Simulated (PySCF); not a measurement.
Species: C₃H₇OP.
Atom-mapped SMILES: `[CH3:1][C@@H:2]1[CH2:3][P@@H:4]1=[O:5]` (hydrogens: H6, H7, H8 on C1; H9 on C2; H10, H11 on C3; H12 on P4)

The same species was optimised twice, with GFN2-xTB and with PBE0-D3(BJ)/def2-SVP (PySCF), and the same property calculations (PySCF, gas phase) were run on both structures.

| coordinate | GFN2-xTB | PBE0-D3(BJ)/def2-SVP | change |
| --- | --- | --- | --- |
| P4–H12 (Å) | 1.380 | 1.417 | +0.037 |
| P4=O5 (Å) | 1.465 | 1.493 | +0.028 |
| C3–H10 (Å) | 1.079 | 1.095 | +0.016 |
| C2–H9 (Å) | 1.082 | 1.097 | +0.015 |
| C3–H11 (Å) | 1.083 | 1.096 | +0.013 |
| C1–H6 (Å) | 1.090 | 1.102 | +0.012 |
| C1–H7 (Å) | 1.088 | 1.100 | +0.012 |
| C1–H8 (Å) | 1.090 | 1.101 | +0.011 |
| C3–P4 (Å) | 1.802 | 1.791 | -0.011 |
| C2–P4 (Å) | 1.809 | 1.798 | -0.011 |
| C2–C3 (Å) | 1.564 | 1.557 | -0.007 |
| C1–C2 (Å) | 1.505 | 1.508 | +0.003 |
| C2–P4–H12 (°) | 111.7 | 107.8 | -3.9 |
| C3–P4–O5 (°) | 123.4 | 127.2 | +3.8 |
| P4–C2–H9 (°) | 119.8 | 116.2 | -3.6 |
| C3–P4–H12 (°) | 110.5 | 107.4 | -3.1 |
| C2–P4–O5 (°) | 124.4 | 127.4 | +3.0 |
| C1–C2–P4 (°) | 117.2 | 119.8 | +2.6 |
| C2–C3–H10 (°) | 116.3 | 118.8 | +2.5 |
| C2–C1–H8 (°) | 109.5 | 111.1 | +1.6 |

Rotational constants: A = 6742, B = 3467, C = 2765 MHz (GFN2-xTB) against A = 6808, B = 3334, C = 2674 MHz (PBE0-D3(BJ)/def2-SVP). Point groups within 0.08 Å: C1 and C1.

On the GFN2-xTB structure: isotropic polarisability (au) 60.2 [CAM-B3LYP/def2-SVPD]; HOMO (eV) -8.56 [CAM-B3LYP/def2-SVPD]; LUMO (eV) 1.19 [CAM-B3LYP/def2-SVPD]; dipole (D) 4.11 [CAM-B3LYP/def2-SVPD]; HOMO (eV) -7.12 [PBE0/pcSseg-1]; LUMO (eV) 0.92 [PBE0/pcSseg-1]; dipole (D) 3.80 [PBE0/pcSseg-1]; GIAO shielding of C1 (ppm) 174.1 [PBE0/pcSseg-1]; GIAO shielding of C2 (ppm) 170.1 [PBE0/pcSseg-1]; GIAO shielding of C3 (ppm) 171.9 [PBE0/pcSseg-1]; GIAO shielding of P4 (ppm) 414.1 [PBE0/pcSseg-1]; GIAO shielding of O5 (ppm) 327.6 [PBE0/pcSseg-1]; C1s of C1 (eV) 290.90 [delta-SCF UKS SCAN, pcX-2 on the ionised atom, pcseg-1 elsewhere, spin-free X2C]; C1s of C2 (eV) 290.90 [delta-SCF UKS SCAN, pcX-2 on the ionised atom, pcseg-1 elsewhere, spin-free X2C]; C1s of C3 (eV) 290.69 [delta-SCF UKS SCAN, pcX-2 on the ionised atom, pcseg-1 elsewhere, spin-free X2C]; P1s of P4 (eV) 2151.91 [delta-SCF UKS SCAN, pcX-2 on the ionised atom, pcseg-1 elsewhere, spin-free X2C]; P2p of P4 (eV) 138.34 [delta-SCF UKS SCAN, pcX-2 on the ionised atom, pcseg-1 elsewhere, spin-free X2C]; O1s of O5 (eV) 536.52 [delta-SCF UKS SCAN, pcX-2 on the ionised atom, pcseg-1 elsewhere, spin-free X2C].

Q: What do these properties become on the PBE0-D3(BJ)/def2-SVP structure?

A: 
| property | level | on GFN2-xTB | on PBE0-D3(BJ)/def2-SVP | change |
| --- | --- | --- | --- | --- |
| isotropic polarisability (au) | CAM-B3LYP/def2-SVPD | 60.2 | 61.4 | +1.2 |
| HOMO (eV) | CAM-B3LYP/def2-SVPD | -8.56 | -8.58 | -0.02 |
| LUMO (eV) | CAM-B3LYP/def2-SVPD | 1.19 | 1.07 | -0.12 |
| dipole (D) | CAM-B3LYP/def2-SVPD | 4.11 | 4.29 | +0.18 |
| energy, GFN2-xTB geometry as zero (kcal/mol) | CAM-B3LYP/def2-SVPD | 0.0 | -2.0 | -2.0 |
| HOMO (eV) | PBE0/pcSseg-1 | -7.12 | -7.13 | -0.01 |
| LUMO (eV) | PBE0/pcSseg-1 | 0.92 | 0.73 | -0.19 |
| dipole (D) | PBE0/pcSseg-1 | 3.80 | 3.95 | +0.15 |
| energy, GFN2-xTB geometry as zero (kcal/mol) | PBE0/pcSseg-1 | 0.0 | -1.9 | -1.9 |
| GIAO shielding of C1 (ppm) | PBE0/pcSseg-1 | 174.1 | 171.3 | -2.8 |
| GIAO shielding of C2 (ppm) | PBE0/pcSseg-1 | 170.1 | 168.6 | -1.5 |
| GIAO shielding of C3 (ppm) | PBE0/pcSseg-1 | 171.9 | 169.8 | -2.1 |
| GIAO shielding of P4 (ppm) | PBE0/pcSseg-1 | 414.1 | 406.3 | -7.8 |
| GIAO shielding of O5 (ppm) | PBE0/pcSseg-1 | 327.6 | 321.7 | -5.9 |
| C1s of C1 (eV) | delta-SCF UKS SCAN, pcX-2 on the ionised atom, pcseg-1 elsewhere, spin-free X2C | 290.90 | 291.07 | +0.17 |
| C1s of C2 (eV) | delta-SCF UKS SCAN, pcX-2 on the ionised atom, pcseg-1 elsewhere, spin-free X2C | 290.90 | 291.02 | +0.12 |
| C1s of C3 (eV) | delta-SCF UKS SCAN, pcX-2 on the ionised atom, pcseg-1 elsewhere, spin-free X2C | 290.69 | 290.85 | +0.16 |
| P1s of P4 (eV) | delta-SCF UKS SCAN, pcX-2 on the ionised atom, pcseg-1 elsewhere, spin-free X2C | 2151.91 | 2151.97 | +0.06 |
| P2p of P4 (eV) | delta-SCF UKS SCAN, pcX-2 on the ionised atom, pcseg-1 elsewhere, spin-free X2C | 138.34 | 138.38 | +0.04 |
| O1s of O5 (eV) | delta-SCF UKS SCAN, pcX-2 on the ionised atom, pcseg-1 elsewhere, spin-free X2C | 536.52 | 536.48 | -0.04 |

The heavy atoms differ by 0.046 Å rms after alignment. Among all bonds P4–H12 changes most (+0.037 Å). Changes are differences of the printed values. Neither structure is proved a minimum here.
